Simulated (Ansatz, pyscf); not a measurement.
silicon monoxide (O=Si:) [singlet] + hydrogen chloride (HCl) -> HO–Si:–Cl [singlet], an addition across a multiple bond or ene-type step on the singlet surface: Cl–H broken, Cl–Si, H–O formed. Optimised with ωB97X-D3(BJ)/def2-SVP in PySCF. Wave-function energies: Ansatz (a program for electronic structure), frozen core, RHF or UHF references. In kJ/mol, from the separated reactants.

| level | barrier | reaction energy |
|---|---|---|
| B3LYP-D3(BJ)/def2-TZVP | -0.40 | -166.53 |
| ωB97X-D3(BJ)/def2-TZVP | -2.50 | -183.61 |
| CCSD(T)/cc-pV(D+d)Z | 33.82 | -127.08 |
| CCSDT(Q)/cc-pV(D+d)Z | [?] | [?] |
| CCSD(T)/cc-pV(T+d)Z | 20.96 | -150.60 |
| CCSD(T)/cc-pV(Q+d)Z | [?] | -158.55 |

Fill in the missing entries.


- CCSDT(Q)/cc-pV(D+d)Z, barrier: 34.21
- CCSDT(Q)/cc-pV(D+d)Z, reaction energy: -124.84
- CCSD(T)/cc-pV(Q+d)Z, barrier: 16.45

In cc-pV(D+d)Z, going from CCSD(T) to CCSDT(Q) shifts the barrier by +0.39 and the reaction energy by +2.24 kJ/mol. With HF in the quadruple-zeta basis and the correlation energy extrapolated as X⁻³ from X = 3, 4, CCSD(T) gives 12.36 and -164.57; adding the double-zeta shift gives ΔE‡ = 12.75 and ΔE = -162.32 kJ/mol, without core correlation, relativity or geometry relaxation at these levels. On the reactant side the descent ends in a complex, 31.35 kJ/mol under the separated species and 28.85 kJ/mol under the saddle at ωB97X-D3(BJ)/def2-TZVP. At ωB97X-D3(BJ) the saddle lies under the separated reactants, which points to a path from their complex (located at ωB97X-D3(BJ) alone). One saddle was located; it need not be the lowest between these sides.
